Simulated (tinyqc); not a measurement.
UKS/PBE in the sto-6g basis, for NH, spin multiplicity 3, step by step. One step of it, computed by the program tinyqc.

Problem. Iteration 1: building the Kohn-Sham matrix. J_ij = sum D_kl (ij|kl) with D = D(alpha) + D(beta); F = H + J + V_xc; E = tr D H + tr D J / 2 + E_xc + E_nn.

D(alpha) at the start, lower triangle:
```
            1N 1s      1N 2s    1N 2px     1N 2py     1N 2pz     2H 1s
1N 1s    1.044106
1N 2s   -0.266150   1.032078
1N 2px  -0.063705  -0.114672  0.658746
1N 2py   0.016081   0.028947  0.086142   0.978255
1N 2pz   0.052718   0.116154  0.297320  -0.075052   0.758483
2H 1s    0.078351  -0.022077  0.305222  -0.077047  -0.400407  0.758845
```

D(beta) at the start, lower triangle:
```
            1N 1s      1N 2s     1N 2px     1N 2py     1N 2pz     2H 1s
1N 1s    0.402494
1N 2s    0.262352   0.469068
1N 2px   0.104172  -0.329525   0.568900
1N 2py  -0.155244  -0.128945  -0.048357   0.232236
1N 2pz   0.285129  -0.010920   0.275111   0.137744   0.641851
2H 1s    0.038766  -0.092598   0.253731  -0.329136  -0.334080  0.673105
```

core Hamiltonian H = T + V (hartree), lower triangle:
```
             1N 1s      1N 2s     1N 2px     1N 2py     1N 2pz      2H 1s
1N 1s   -24.709418
1N 2s    -5.388283  -6.464679
1N 2px    0.000000   0.000000  -5.188045
1N 2py    0.000000   0.000000   0.000000  -5.188045
1N 2pz   -0.004548  -0.054850   0.000000   0.000000  -5.211856
2H 1s    -0.165596  -0.544490   0.000000   0.000000  -0.525550  -2.376320
```

Two-electron integrals (ij|kl) in chemists' order, unique and non-zero (hartree):
```
(11|11) 4.168742   (21|11) 0.583648   (21|21) 0.104114   (22|11) 0.968487
(22|21) 0.214450   (22|22) 0.708398   (31|31) 0.022075   (32|31) 0.033611
(32|32) 0.156576   (33|11) 0.968488   (33|21) 0.214450   (33|22) 0.708398
(33|33) 0.763241   (41|41) 0.022075   (42|41) 0.033611   (42|42) 0.156576
(43|43) 0.041133   (44|11) 0.968488   (44|21) 0.214450   (44|22) 0.708398
(44|33) 0.680975   (44|44) 0.763241   (51|51) 0.022075   (52|51) 0.033611
(52|52) 0.156576   (53|53) 0.041133   (54|54) 0.041133   (55|11) 0.968488
(55|21) 0.214450   (55|22) 0.708398   (55|33) 0.680975   (55|44) 0.680975
(55|55) 0.763241   (61|11) 0.018771   (61|21) 0.003220   (61|22) 0.006527
(61|33) 0.006510   (61|44) 0.006510   (61|51) 0.000183   (61|52) 0.000364
(61|55) 0.006560   (61|61) 0.000102   (62|11) 0.066823   (62|21) 0.015104
(62|22) 0.058043   (62|33) 0.056810   (62|44) 0.056810   (62|51) 0.001322
(62|52) 0.011123   (62|55) 0.060510   (62|61) 0.000477   (62|62) 0.007420
(63|31) 0.001323   (63|32) 0.008253   (63|53) 0.002040   (63|63) 0.000764
(64|41) 0.001323   (64|42) 0.008253   (64|54) 0.002040   (64|64) 0.000764
(65|11) 0.063508   (65|21) 0.014502   (65|22) 0.058809   (65|33) 0.056424
(65|44) 0.056424   (65|51) 0.002331   (65|52) 0.017974   (65|55) 0.063579
(65|61) 0.000471   (65|62) 0.008948   (65|65) 0.011354   (66|11) 0.272173
(66|21) 0.062433   (66|22) 0.271448   (66|33) 0.264052   (66|44) 0.264052
(66|51) 0.004516   (66|52) 0.053604   (66|55) 0.286239   (66|61) 0.001965
(66|62) 0.051987   (66|65) 0.068969   (66|66) 0.774999
```

nuclear repulsion = 1.90645418 hartree

V_xc(alpha) (hartree), lower triangle:
```
            1N 1s      1N 2s     1N 2px     1N 2py     1N 2pz      2H 1s
1N 1s   -2.679820
1N 2s   -0.320196  -0.680601
1N 2px   0.005504   0.018596  -0.669195
1N 2py  -0.001070  -0.001940  -0.007355  -0.696691
1N 2pz  -0.004699  -0.014589  -0.027597   0.006697  -0.675780
2H 1s   -0.010780  -0.051539  -0.000617   0.000305  -0.052748  -0.470374
```

V_xc(beta) (hartree), lower triangle:
```
            1N 1s      1N 2s     1N 2px     1N 2py     1N 2pz      2H 1s
1N 1s   -2.164563
1N 2s   -0.273243  -0.584302
1N 2px   0.004961   0.053989  -0.592726
1N 2py   0.014378   0.034968   0.011077  -0.556606
1N 2pz  -0.016359  -0.012242  -0.035013  -0.017407  -0.603481
2H 1s   -0.009182  -0.045692   0.000849   0.001080  -0.048044  -0.456767
```

E_xc = sum of w rho eps_xc = -6.07663656 hartree

Give: Coulomb J; F(alpha); F(beta); total energy of this density.

Solution.

Coulomb J (hartree), lower triangle:
```
          1N 1s    1N 2s   1N 2px   1N 2py  1N 2pz   2H 1s
1N 1s   11.4829
1N 2s    2.0540   5.4725
1N 2px  -0.0266  -0.1272   5.4614
1N 2py  -0.0139  -0.0474   0.0031   5.4600
1N 2pz   0.0248   0.1036   0.0494   0.0035  5.4960
2H 1s    0.0642   0.4699  -0.0040  -0.0024  0.4921  2.8567
```

F(alpha) (hartree), lower triangle:
```
           1N 1s    1N 2s   1N 2px   1N 2py   1N 2pz   2H 1s
1N 1s   -15.9063
1N 2s    -3.6545  -1.6728
1N 2px   -0.0211  -0.1086  -0.3958
1N 2py   -0.0150  -0.0493  -0.0042  -0.4247
1N 2pz    0.0155   0.0341   0.0218   0.0102  -0.3916
2H 1s    -0.1122  -0.1262  -0.0047  -0.0021  -0.0862  0.0100
```

F(beta) (hartree), lower triangle:
```
           1N 1s    1N 2s   1N 2px   1N 2py   1N 2pz   2H 1s
1N 1s   -15.3910
1N 2s    -3.6075  -1.5765
1N 2px   -0.0216  -0.0732  -0.3194
1N 2py    0.0004  -0.0124   0.0142  -0.2847
1N 2pz    0.0039   0.0365   0.0144  -0.0139  -0.3193
2H 1s    -0.1106  -0.1203  -0.0032  -0.0013  -0.0815  0.0236
```

total energy of this density = -47.428529 hartree

This density is the starting one.
